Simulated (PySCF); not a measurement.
# One molecule, many functionals

C5H12.
SMILES: `CC(C)(C)C`

Linear-response calculations in the def2-SVPD basis (PySCF; singlets by full response, triplets Tamm–Dancoff, core orbitals frozen in the response; HF means time-dependent Hartree–Fock). 'Strongest' is the level of largest summed f among the singlets computed (10 roots, of which the last may lack a degenerate partner); it can jump between rows when another state enters that window. S1 is the lowest singlet of each run and needn't be the same state throughout; f(S1) is that of one state. Geometry: PBE0-D3(BJ)/def2-SVP; no solvent, vibrations or thermal averaging.

| functional | kind | S1 (eV) | f(S1) | strongest (eV) | T1 (eV) | HOMO (eV) | gap (eV) | ionisation energy, ΔSCF (eV) |
| --- | --- | --- | --- | --- | --- | --- | --- | --- |
| LDA | LDA | 7.61 | 0.073 | 7.61 | 7.48 | -7.75 | 7.55 | 10.72 |
| PBE | GGA | 7.66 | 0.073 | 7.66 | 7.52 | -7.67 | 7.60 | 10.64 |
| B3LYP | global hybrid, 20% exact exchange | 8.29 | 0.087 | 8.29 | 8.13 | -8.83 | 9.16 | 10.95 |
| PBE0 | global hybrid, 25% exact exchange | 8.54 | 0.095 | 8.54 | 8.34 | -9.03 | 9.65 | 10.95 |
| BHandHLYP | global hybrid, 50% exact exchange | 9.18 | 0.117 | 9.18 | 8.94 | -10.35 | 11.46 | 11.22 |
| CAM-B3LYP | range-separated hybrid | 8.84 | 0.105 | 8.84 | 8.63 | -10.45 | 11.72 | not settled |
| wB97X-D | range-separated hybrid | 9.07 | 0.120 | 9.07 | 8.94 | -10.92 | 13.18 | not settled |
| LC-wPBE | range-separated hybrid | 9.64 | 0.134 | 9.64 | 9.30 | -11.78 | 14.17 | not settled |
| HF | Hartree–Fock | 10.45 | 0.221 | 10.45 | 9.83 | -12.39 | 15.05 | not settled |

S1 runs from 7.61 eV (LDA) to 10.45 eV (HF), a spread of 2.84 eV, while the orbital gap spreads over 7.5 eV. Along PBE (0%), B3LYP (20%), PBE0 (25%), BHandHLYP (50%), HF (100%) S1 rises with the share of exact exchange. −ε(HOMO) comes closest to its own ΔSCF ionisation energy with BHandHLYP (-0.87 eV) and misses most with PBE (-2.97 eV). 'Not settled' means that the ion's SCF failed to converge or may have ended in another state than the lowest.
